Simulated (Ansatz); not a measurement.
Input for Ansatz (development build ahead of 0.2.0):

```yaml
crystal:
  periodic: [false, false, false]
  atoms:
    - { symbol: O, position_ang: [0.0, 0.0, 0.0] }
    - { symbol: S, position_ang: [0.71252, 0.95003, 2.05687] }
basis:
  gaussian: { orbitals: STO-3G }
hamiltonian:
  xc: hf
correlation:
  method: fci
  frozen_orbitals: { O: 1, S: 5 }
```

The input is written out in the form of the current development build from the run's settings.

The run gave:

```json
{
  "Converged": "yes",
  "Total energy": "-466.95029 hartree",
  "State": "lowest singlet root, of any spatial symmetry"
}
```

Caution: another spin multiplicity may lie lower.
